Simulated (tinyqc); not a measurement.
G0W0 on RHF in the sto-3g basis, for H2O, spin multiplicity 1, step by step. One step of it, computed by the program tinyqc.

Question. Screening: direct RPA. With D = e_a - e_i and K = (ia|jb): diagonalise D^(1/2) (D + 4K) D^(1/2) = Z w^2 Z^T; X + Y = D^(1/2) Z w^(-1/2), each column of Z with its largest component positive (the first on a tie); E_c = (sum w - tr (D + 2K)) / 2.

orbital energies (hartree): MO1 -20.270081, MO2 -1.208377, MO3 -0.535621, MO4 -0.443596, MO5 -0.390401, MO6 0.473231, MO7 0.563738

Two-electron integrals over orbitals (pq|rs), unique and non-zero (hartree):
```
(11|11) 4.746902    (21|11) -0.429307   (21|21) 0.061367    (22|11) 1.021030
(22|21) -0.015285   (22|22) 0.724717    (31|31) 0.010801    (32|31) 0.016975
(32|32) 0.129744    (33|11) 0.764813    (33|21) -0.004775   (33|22) 0.616245
(33|33) 0.593815    (41|11) 0.167148    (41|21) -0.022068   (41|22) 0.012509
(41|33) 0.005620    (41|41) 0.023963    (42|11) -0.150303   (42|21) 0.008145
(42|22) -0.024932   (42|33) 0.003632    (42|41) 0.017879    (42|42) 0.129534
(43|31) -0.002696   (43|32) 0.027090    (43|43) 0.056591    (44|11) 0.925342
(44|21) -0.011122   (44|22) 0.657064    (44|33) 0.564926    (44|41) -0.008403
(44|42) -0.091756   (44|44) 0.694016    (51|51) 0.025960    (52|51) 0.033241
(52|52) 0.150554    (53|53) 0.026544    (54|51) -0.012052   (54|52) -0.044666
(54|54) 0.048125    (55|11) 1.115359    (55|21) -0.012150   (55|22) 0.754851
(55|33) 0.602694    (55|41) 0.004713    (55|42) -0.081527   (55|44) 0.685811
(55|55) 0.880159    (61|11) -0.193179   (61|21) 0.029486    (61|22) -0.001720
(61|33) 0.000758    (61|41) 0.003130    (61|42) 0.021003    (61|44) -0.015652
(61|55) -0.005239   (61|61) 0.025961    (62|11) 0.263408    (62|21) -0.005918
(62|22) 0.130997    (62|33) 0.067438    (62|41) 0.018482    (62|42) 0.032592
(62|44) 0.059939    (62|55) 0.139711    (62|61) 0.010766    (62|62) 0.095231
(63|31) 0.002758    (63|32) -0.034188   (63|43) -0.037281   (63|63) 0.072312
(64|11) 0.274810    (64|21) -0.003708   (64|22) 0.128776    (64|33) 0.050173
(64|41) 0.000606    (64|42) -0.053229   (64|44) 0.132405    (64|55) 0.152577
(64|61) -0.002421   (64|62) 0.058315    (64|64) 0.101221    (65|51) 0.012806
(65|52) 0.050289    (65|54) 0.005956    (65|65) 0.034353    (66|11) 0.789262
(66|21) -0.007564   (66|22) 0.596941    (66|33) 0.550297    (66|41) 0.017625
(66|42) 0.045912    (66|44) 0.546372    (66|55) 0.581265    (66|61) 0.009052
(66|62) 0.093718    (66|64) 0.054913    (66|66) 0.584295    (71|31) 0.014289
(71|32) 0.021437    (71|43) -0.003623   (71|63) 0.003127    (71|71) 0.018932
(72|31) 0.014816    (72|32) 0.054295    (72|43) -0.031356   (72|63) 0.030090
(72|71) 0.018769    (72|72) 0.067786    (73|11) 0.370120    (73|21) -0.007004
(73|22) 0.163603    (73|33) 0.088971    (73|41) -0.000290   (73|42) -0.079918
(73|44) 0.138543    (73|55) 0.202609    (73|61) -0.005768   (73|62) 0.067131
(73|64) 0.104187    (73|66) 0.045648    (73|73) 0.161655    (74|31) -0.008338
(74|32) -0.073258   (74|43) -0.014975   (74|63) 0.054369    (74|71) -0.011045
(74|72) -0.016562   (74|74) 0.072498    (75|53) 0.023843    (75|75) 0.024694
(76|31) 0.007400    (76|32) 0.083804    (76|43) 0.062594    (76|63) -0.063609
(76|71) 0.009567    (76|72) -0.005363   (76|74) -0.061217   (76|76) 0.110634
(77|11) 0.829184    (77|21) -0.008669   (77|22) 0.605348    (77|33) 0.580975
(77|41) 0.003802    (77|42) -0.016825   (77|44) 0.574230    (77|55) 0.604705
(77|61) -0.003347   (77|62) 0.059860    (77|64) 0.050208    (77|66) 0.550081
(77|73) 0.091645    (77|77) 0.592115
```

Give: D^(1/2) (D + 4K) D^(1/2); excitation energies w; X + Y; RPA correlation energy.

Answer.

D^(1/2) (D + 4K) D^(1/2) (hartree^2):
```
          1>6       1>7     2>6      2>7     3>6      3>7      4>6      4>7
1>6  432.4391    0.0000  0.2543   0.0000  0.0000  -0.1102  -0.0422   0.0000
1>7    0.0000  435.6257  0.0000   0.4562  0.0573   0.0000   0.0000  -0.2024
2>6    0.2543    0.0000  3.4684   0.0000  0.0000   0.3651   0.2896   0.0000
2>7    0.0000    0.4562  0.0000   3.6209  0.1609   0.0000   0.0000  -0.0885
3>6    0.0000    0.0573  0.0000   0.1609  1.3096   0.0000   0.0000   0.2192
3>7   -0.1102    0.0000  0.3651   0.0000  0.0000   1.9195   0.4184   0.0000
4>6   -0.0422    0.0000  0.2896   0.0000  0.0000   0.4184   1.2118   0.0000
4>7    0.0000   -0.2024  0.0000  -0.0885  0.2192   0.0000   0.0000   1.3068
5>6    0.0000    0.0000  0.0000   0.0000  0.0000   0.0000   0.0000   0.0000
5>7    0.0000    0.0000  0.0000   0.0000  0.0000   0.0000   0.0000   0.0000

        5>6     5>7
1>6  0.0000  0.0000
1>7  0.0000  0.0000
2>6  0.0000  0.0000
2>7  0.0000  0.0000
3>6  0.0000  0.0000
3>7  0.0000  0.0000
4>6  0.0000  0.0000
4>7  0.0000  0.0000
5>6  0.8645  0.0000
5>7  0.0000  1.0046
```

excitation energies w (hartree): [0.9298, 1.0023, 1.0062, 1.0376, 1.2354, 1.4060, 1.9000, 1.9063, 20.7952, 20.8717]

X + Y:
```
          1       2        3        4        5        6        7        8
1>6  0.0000  0.0000   0.0001   0.0000   0.0000   0.0017  -0.0016   0.0000
1>7  0.0000  0.0000   0.0000  -0.0016   0.0011   0.0000   0.0000  -0.0036
2>6  0.0000  0.0000  -0.0620   0.0000   0.0000  -0.3154   0.8997   0.0000
2>7  0.0000  0.0000   0.0000  -0.0904  -0.0287   0.0000   0.0000   0.9616
3>6  0.0000  0.0000   0.0000   0.6989   0.6347   0.0000   0.0000   0.0480
3>7  0.0000  0.0000  -0.4206   0.0000   0.0000   0.7798   0.1869   0.0000
4>6  0.0000  0.0000   0.8727   0.0000   0.0000   0.3012   0.1100   0.0000
4>7  0.0000  0.0000   0.0000  -0.6917   0.6424   0.0000   0.0000  -0.0230
5>6  0.9638  0.0000   0.0000   0.0000   0.0000   0.0000   0.0000   0.0000
5>7  0.0000  0.9757   0.0000   0.0000   0.0000   0.0000   0.0000   0.0000

           9       10
1>6   0.9988   0.0000
1>7   0.0000   0.9991
2>6   0.0002   0.0000
2>7   0.0000   0.0003
3>6   0.0000   0.0000
3>7  -0.0001   0.0000
4>6   0.0000   0.0000
4>7   0.0000  -0.0001
5>6   0.0000   0.0000
5>7   0.0000   0.0000
```

RPA correlation energy = -0.069895 hartree
